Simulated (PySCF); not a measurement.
Species, as SMILES: [C-]#[NH+] (C-NH).
Geometry (B3LYP-D3(BJ)/def2-TZVP, fixed):
```xyz
3

C      0.0000     0.0000    -0.7364
N      0.0000     0.0000     0.4276
H      0.0000     0.0000     1.4250
```

Basis-set convergence of the lowest singlet excitation energy at CAM-B3LYP with PySCF. Tamm-Dancoff approximation; the state is taken by its order, and sets in which it differs in degeneracy or brightness are left out, yet its character can still change. All functions are spherical. Density fitting with generated auxiliary sets. No added dispersion term, no relativity. Reference: the value in d-aug-cc-pVTZ, 8.348 eV, itself unsure by roughly 0.002 eV (its mean distance from aug-pcseg-3, aug-cc-pVQZ, aug-pcseg-2).

```
basis              functions  lowest singlet excitation energy (eV)
-----------------  ---------  -------------------------------------
aug-cc-pVDZ               55                                  8.378
aug-pcseg-1               55                             (withheld)
6-311++G(2d,2p)           64                             (withheld)
pcseg-2                   74                                  8.493
d-aug-cc-pVDZ             77                                  8.355
jun-cc-pV(T+d)Z           92                                  8.365
6-311++G(3df,3pd)         96                             (withheld)
aug-cc-pVTZ              115                                  8.360
aug-pcseg-2              115                                  8.347
def2-QZVPP               144                                  8.430
pcseg-3                  153                                  8.378
d-aug-cc-pVTZ            156                                  8.348
cc-pV5Z                  237                             (withheld)
```

Question: Some entries are withheld; supply them.

Answer: 
- aug-pcseg-1, lowest singlet excitation energy (eV): 8.393
- 6-311++G(2d,2p), lowest singlet excitation energy (eV): 8.401
- 6-311++G(3df,3pd), lowest singlet excitation energy (eV): 8.372
- cc-pV5Z, lowest singlet excitation energy (eV): 8.420
